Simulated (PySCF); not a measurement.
Compound: C₃H₅FOS.
Numbering: `[O:1]=[S@@:2]1[CH2:3][CH2:4][C@H:5]1[F:6]` (hydrogens: H7, H8 on C3; H9, H10 on C4; H11 on C5)

The closed-shell ground state was solved at several levels (PySCF, density fitting, gas phase, non-relativistic). Isolated species at its PBE0-D3(BJ)/def2-SVP geometry (one conformer only).

| level | basis functions | total energy (Eh) | HOMO (eV) | LUMO (eV) | gap (eV) | dipole (D) |
| --- | --- | --- | --- | --- | --- | --- |
| PBE0/def2-SVP | 113 | -689.7108 | -6.72 | 0.34 | 7.06 | 4.00 |
| PBE0/def2-TZVPD | 282 | -690.2199 | -7.05 | -0.33 | 6.72 | 4.16 |
| LDA/def2-SVPD | 173 | -686.6070 | -5.89 | -1.34 | 4.55 | 4.14 |
| HF/def2-SVPD | 173 | -687.9231 | -10.32 | 2.18 | 12.50 | 4.95 |
| PBE0/6-31+G* | 122 | -690.0577 | -7.01 | -0.31 | 6.70 | 4.36 |
| BHandHLYP/def2-SVPD | 173 | -690.0313 | -8.36 | 0.53 | 8.89 | 4.59 |
| PBE0/def2-TZVP | 222 | -690.2169 | -6.97 | -0.05 | 6.92 | 4.10 |
| CAM-B3LYP/def2-SVPD | 173 | -690.0886 | -8.44 | 0.65 | 9.09 | 4.45 |
| B3LYP/def2-SVPD | 173 | -690.2112 | -6.86 | -0.53 | 6.33 | 4.31 |
| PBE0/aug-cc-pVDZ | 187 | -690.1101 | -6.96 | -0.37 | 6.59 | 4.24 |
| wB97X-D/def2-SVPD | 173 | -690.1013 | -8.92 | 1.47 | 10.39 | 4.42 |
| LC-wPBE/def2-SVPD | 173 | -689.9136 | -9.70 | 1.77 | 11.47 | 4.47 |

Q: Estimate the row for PBE/def2-SVPD, a basis of 173 functions; the other rows only guide the guess.

A: Total energy -689.7135 Eh, HOMO -5.72 eV, LUMO -1.15 eV, gap 4.57 eV, dipole 4.06 D.

Q: Over all these levels, which gives the widest orbital gap and which the narrowest?

A: HF/def2-SVPD (Hartree–Fock, all exact exchange) has the widest, 12.50 eV, and LDA/def2-SVPD (LDA) the narrowest, 4.55 eV. The two share the basis. From the narrowest to the widest the HOMO moves by -4.43 eV and the LUMO by +3.52 eV.

Q: How much does the basis alone move the frontier levels among the 5 PBE0 rows?

A: The HOMO by 0.33 eV and the LUMO by 0.71 eV. By rising basis size (HOMO, LUMO in eV): def2-SVP -6.72, 0.34; 6-31+G* -7.01, -0.31; aug-cc-pVDZ -6.96, -0.37; def2-TZVP -6.97, -0.05; def2-TZVPD -7.05, -0.33.

Q: In the def2-SVPD basis, how does the gap go with the fixed share of exact exchange?

A: LDA (0 %) 4.55 eV; PBE (0 %) 4.57 eV; B3LYP (20 %) 6.33 eV; BHandHLYP (50 %) 8.89 eV; HF (100 %) 12.50 eV. Each rise in the share widens the gap here.

Q: How far do the dipole and the HOMO energy spread over the levels?

A: The dipole runs from 4.00 to 4.95 D (mean 4.33 D) and the HOMO from -10.32 to -5.72 eV.

wB97X-D is run here without its empirical dispersion term; that term would change no orbital, density or response property at a fixed geometry.
